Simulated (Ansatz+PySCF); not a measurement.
# doublet C2H2(+): levels of theory in one basis

```xyz
4

C     0.0000    0.0000   -0.6217
C     0.0000    0.0000    0.6217
H     0.0000    0.0000    1.7213
H     0.0000    0.0000   -1.7213
```

Basis set: cc-pVTZ (spherical functions). Frozen core: 2 orbitals. Correlation on ROHF uses semicanonical orbitals with singles. Charge 1, multiplicity 2.

Computed with Ansatz (development build ahead of 0.2.0) and PySCF 2.14.0; each method stands on the lowest determinant of its kind that the runs found.

```
  method  E − E(ROHF) (eV)  <S²> of the determinant
    ROHF              0.00                     0.75
     UHF             -0.07                     0.76
ROHF-MP2             -6.84                        –
 UHF-MP2             -6.83                     0.76
```

Question: What does ROHF-CCSD(T) give on the same scale?

Answer: -7.78 eV.

Caution for ROHF-MP2, UHF-MP2: MP2 on this radical cation hangs on the determinant chosen.
